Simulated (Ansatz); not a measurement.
Input for Ansatz (development build ahead of 0.2.0):

```yaml
crystal:
  periodic: [false, false, false]
  atoms:
    - { symbol: B, position_ang: [0.0, 0.0, 0.0] }
    - { symbol: C, position_ang: [0.0, 0.0, 1.56555] }
basis:
  gaussian: { orbitals: def2-SVP }
magnetization:
  initial_magnetization: 3
hamiltonian:
  xc: hf
correlation:
  method: mp2
  frozen_orbitals: { B: 1, C: 1 }
```

The input is written out in the form of the current development build from the run's settings. Correlation on restricted open-shell orbitals is semicanonical, with singles.

The run gave:

- Converged: yes
- Reference energy: -62.25390 hartree
- Correlation energy: -0.11581 hartree
- Total energy: -62.36971 hartree
- Spin squared of the determinant: 3.750
- Stability test: minimum among restricted orbitals
- Occupied orbitals by symmetry in an Abelian subgroup (alpha; beta): 5 A1 1 B1 1 B2; 4 A1

Messages of the program:
```
mean field -1694.01493703 eV, -62.2539006914 hartree, gradient 3.3e-6 eV, S^2 3.750000; 5 other ends of a descent, 0 dependent functions left out
```

Caution: the determinant may break the point group; another reference gives a lower total.
